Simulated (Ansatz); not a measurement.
## Aluminium, fcc: convergence with the k-point mesh

Computed with Ansatz, r²SCAN, scalar-relativistic PAW, on the relaxed cell (a = 3.993 Å; spin not included). Errors count from a run at 500 eV on a Γ-centred 22×22×22 mesh with Fermi-Dirac smearing of 0.1 eV, extrapolated to zero width. Fixed here: cutoff 500 eV, Fermi-Dirac width 0.1 eV. The SCF starts from atomic densities corrected by a trained network.

| k-mesh | E(σ→0) error (meV/atom) | P (GPa) | SCF iterations |
| --- | --- | --- | --- |
| 4×4×4 | 304.9 | 1.90 | 6 |
| 5×5×5 | 83.1 | 1.68 | 6 |
| 7×7×7 | -51.0 | -0.12 | 6 |
| 8×8×8 | 9.7 | 0.30 | 6 |
| 11×11×11 | -5.7 | 0.21 | 6 |
| 14×14×14 | 6.2 | -0.20 | 6 |
| 20×20×20 | 1.1 | -0.01 | 6 |

Question: What does the run at 2×2×2 give (k-mesh)?

Answer: E(σ→0) error (meV/atom): -751.3; P (GPa): -3.02; SCF iterations: 7.

Within 5 meV/atom of the last row: from 20×20×20 on.
